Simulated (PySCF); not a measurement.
# Working out the ionisation energy of Ne

Ne [Ne] (1S) → Ne⁺ [He] 2s2 2p5 (2P). Calculation: PySCF 2.14, in aug-cc-pCVQZ-DK (9s8p6d4f2g, 109 functions); scalar relativity by spin-free X2C-1e. Frozen: nothing. Energies in hartree (1 hartree = 27.21139 eV):

| part | Ne (lower) | Ne⁺ (upper) |
| --- | --- | --- |
| UHF | -128.681090 | -127.959297 |
| MP2 opposite-spin | -0.280673 | -0.227476 |
| MP2 same-spin | -0.085236 | -0.061325 |

**Question.** What does Hartree-Fock give?

**Answer.** (-127.959297) − (-128.681090) = 0.721793 hartree = 19.641 eV.

**Question.** What do MP2 and SCS-MP2 (6/5 opposite-spin, 1/3 same-spin) give?

**Answer.** The opposite-spin parts differ by 1.448 eV and the same-spin parts by 0.651 eV. MP2: 19.641 + (1.448) + (0.651) = 21.740 eV. SCS-MP2: 19.641 + 1.2 × (1.448) + (0.651)/3 = 21.596 eV.

Measured between the centres of the two terms (NIST): 21.597 eV, so MP2 (valence and next inner shell) is off by 0.143 eV.

What remains against the reference includes basis incompleteness and correlation beyond second order.
